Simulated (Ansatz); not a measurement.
A made-up structure of CH₃NS, singlet:

```
6
angstrom
N -1.1812 -0.0316 -0.2545
C 0.2264 -0.0415 -0.3738
S 1.4387 0.1332 1.1524
H -1.6749 -0.1477 -1.2759
H 0.8530 -0.1579 -1.4225
H 0.3380 0.2455 2.1743
```

It is relaxed with PBE-D4/def2-SVP and then PBE0-D4/def2-TZVP (Ansatz 0.2.0). Atoms count as bonded within 1.22 times the sum of their covalent radii (H–H: 0.88 Å). The end point is not checked to be a true minimum.

Task: Does its bonding change? (Judge from chemistry; the calculation decides.)

Result: By the calculation: No: no bond forms or breaks.

Where it ends: The first stage lowers the energy by 1.41 eV in 7 steps. It ends as CH₃NS ([NH][CH][SH]):
```csv
atom,x (Å),y (Å),z (Å)
N1,-1.0546,-0.0278,-0.2272
C2,0.2021,-0.0369,-0.3337
S3,1.2846,0.1189,1.0287
H4,-1.4957,-0.1322,-1.1391
H5,0.7616,-0.1410,-1.2700
H6,0.3020,0.2190,1.9412
```

Labels in which every atom is bracketed show which atoms are joined, not bond orders.

For scale, one of the runs: PBE0-D4/def2-TZVP relaxation, 117 basis functions, launched by `ansatz run in.yaml --threads 2 --pin off --events-out ev --progress --plain --max-ram 4352MiB`. The run took about 12 s on 2 CPU threads of an Intel Xeon Platinum 8488C (shared host).
